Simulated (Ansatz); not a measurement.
## C2HF2 (SMILES [CH]=C(F)F): the energy to break a bond

The species is C2HF2 (5 atoms), meant as a doublet with charge 0. As SMILES, `[CH]=C(F)F`. The shape was relaxed beforehand at r2SCAN/def2-SVP.

```csv
atom,x (Å),y (Å),z (Å)
C,-0.0257,0.9218,-0.0123
C,0.1667,-0.3714,0.1274
F,1.0489,-0.9206,0.9370
F,-0.4948,-1.3169,-0.5225
H,-0.6451,1.6133,-0.5711
```

Wanted: the dissociation energy of the C2–C1 bond into singlet CF2 and doublet CH (shapes relaxed at r2SCAN/def2-SVP, no zero-point term). 1 Eh = 2625.50 kJ/mol = 27.2114 eV. Totals in Eh; open shells run unrestricted unless said.

```tsv
level	program	C2HF2	singlet CF2	doublet CH
UPBE/def2-TZVPP	Ansatz	-276.211819	-237.575331	-38.430511
UB3LYP/def2-TZVPP	Ansatz	-276.494771	-237.806779	-38.497524
UB2PLYP/def2-TZVPP, 4 core orbitals frozen in the whole	Ansatz	-276.319175	-237.670963	-38.457351
```

Work out the dissociation energy at each level.


1. UPBE/def2-TZVPP: (-237.575331) + (-38.430511) − (-276.211819) = 0.205977 Eh = 540.8 kJ/mol = 5.60 eV.
2. UB3LYP/def2-TZVPP: (-237.806779) + (-38.497524) − (-276.494771) = 0.190468 Eh = 500.1 kJ/mol = 5.18 eV.
3. UB2PLYP/def2-TZVPP: (-237.670963) + (-38.457351) − (-276.319175) = 0.190861 Eh = 501.1 kJ/mol = 5.19 eV.

The levels span 500 to 541 kJ/mol; no measured value is set beside them. CH is spin-contaminated at UB2PLYP/def2-TZVPP (⟨S²⟩ = 0.87). A fragment with an even electron count was run as a singlet and may have a lower triplet. A bond enthalpy at 298 K also holds the loss of zero-point energy and thermal terms.
